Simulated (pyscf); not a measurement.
Structures and frequencies: ωB97X-D3(BJ)/def2-SVP in PySCF.

Q: For F–SiH•–O–SiH₃ + H₂ → •H₂Si–O–SiH₃ + HF, a four-centre exchange (doublet surface; F–Si, H–H broken, H–Si, F–H formed), PBE/def2-TZVP gives ΔE‡ = 200.2 kJ/mol and ΔE = +125.5 kJ/mol (zero: the separated reactants). In which direction and how far do r²SCAN/def2-TZVP, B3LYP-D3(BJ)/def2-TZVP, ωB97M-D3(BJ)/def2-TZVP move these?

A: r²SCAN: ΔE‡ = 217.3 kJ/mol, ΔE = +135.6 kJ/mol; B3LYP-D3(BJ): ΔE‡ = 231.4 kJ/mol, ΔE = +131.1 kJ/mol; ωB97M-D3(BJ): ΔE‡ = 227.6 kJ/mol, ΔE = +127.6 kJ/mol. PBE's barrier lies under all of them, by 17.1 to 31.1 kJ/mol. Its reaction energy lies under all of them, by 2.1 to 10.2 kJ/mol. This is the saddle that the search found; another between the same sides may lie lower.
